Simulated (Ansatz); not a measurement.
# PF₃ (singlet): from Hartree-Fock to the top rungs, STO-3G

How much of the correlation energy of PF₃ (singlet) does each wave-function method recover here?

Computed with Ansatz 0.2.0, Gaussian basis. Level: STO-3G, core rule «outside noble gas», up to 8 orbitals frozen.

The runs, in order: UHF; CCSD(T) on RHF; BCCD(T) on RHF; CISD; CCSDT(Q) on RHF; CISDTQ; CCSDTQ on RHF; CASSCF and MRCISD+Q, 20 electrons in 13 orbitals; CASSCF and MRCISD+Q(relaxed), 20 electrons in 13 orbitals; CASSCF and NEVPT2, 20 electrons in 13 orbitals; Full CI.

14 further runs of the same task are left out: 4 for a known fault of the program, 1 that didn't finish, 9 set aside as unsound or not needed.

### Step 1. The system

The geometry is an MP2(full)/6-31G* stationary point (not a proven minimum).

4 atoms, charge 0, spin multiplicity 1.

Atoms are counted from 1 here; the program's logs count them from 0.

Bond lengths: P1–F2 1.593 Å, P1–F3 1.593 Å, P1–F4 1.593 Å. Angles: F2–P1–F3 97.6°, F2–P1–F4 97.6°, F3–P1–F4 97.6°.

### Step 2. UHF

The input, in.yaml:

```yaml
crystal:
  periodic: [false, false, false]
  atoms:
    - {symbol: P, position_ang: [0.000000, 0.000000, 0.510743]}
    - {symbol: F, position_ang: [0.000000, 1.383861, -0.277561]}
    - {symbol: F, position_ang: [1.198459, -0.691931, -0.277561]}
    - {symbol: F, position_ang: [-1.198459, -0.691931, -0.277561]}
basis:
  gaussian: {orbitals: STO-3G}
magnetization: {spin_polarized: true, initial_magnetization: 0}
hamiltonian: {xc: hf}
output: {orbitals: {seedname: orbitals}}
```

The run is started by

```bash
> ansatz run in.yaml --threads 1 --pin off --events-out ev --progress --plain --max-ram 4096MiB --backend cpu
```

Further steps of the session: CCSD(T) on RHF; BCCD(T) on RHF; CISD; CCSDT(Q) on RHF; CISDTQ; CCSDTQ on RHF; CASSCF and MRCISD+Q, 20 electrons in 13 orbitals; CASSCF and MRCISD+Q(relaxed), 20 electrons in 13 orbitals; CASSCF and NEVPT2, 20 electrons in 13 orbitals; Full CI.

Before running them: what should the planned runs give, taken together? Wanted: FCI below the RHF energy; RMP2 from FCI; RCCSD from FCI; RCCSD(T) from FCI; RCCSDT(Q) from FCI; NEVPT2 valence from FCI; MRCISD+Q valence from FCI; MRCISD+Q(relaxed) valence from FCI; T1 diagnostic.

As calculated:

```
                          quantity                                                                                                                               value
          FCI below the RHF energy                                                                                                                          -2.8342 eV
                     RMP2 from FCI                                                                                                                     +16.34 kcal/mol
                    RCCSD from FCI                                                                                                                      +3.93 kcal/mol
                 RCCSD(T) from FCI                                                                                                                      +0.78 kcal/mol
                RCCSDT(Q) from FCI                                                                                                                      -0.04 kcal/mol
           NEVPT2 valence from FCI                                                                                                                      +0.22 kcal/mol
         MRCISD+Q valence from FCI                                                                                                                      -0.03 kcal/mol
MRCISD+Q(relaxed) valence from FCI                                                                                                                      -0.05 kcal/mol
 levels within 1 kcal/mol (43 meV)  RCCSD(T), BCCD(T), RCCSDT, CISDTQ, RCCSDT(Q), RCCSDTQ, NEVPT2 valence, MRCISD valence, MRCISD+Q valence, MRCISD+Q(relaxed) valence
                     T1 diagnostic                                                                                                                               0.012
    effectively unpaired electrons                                                                                                                                0.04
```

In words: RCCSD(T) lands +0.78 kcal/mol from the yardstick (1.2 % of the correlation energy). MRCISD+Q(relaxed) valence falls below full CI: the +Q correction isn't variational, and the cores differ from full CI's. One determinant dominates. Of the multireference levels listed MRCISD+Q valence comes nearest in total energy (-0.03 kcal/mol), which doesn't show that its space is the better one. These misses are within one basis, not against nature.
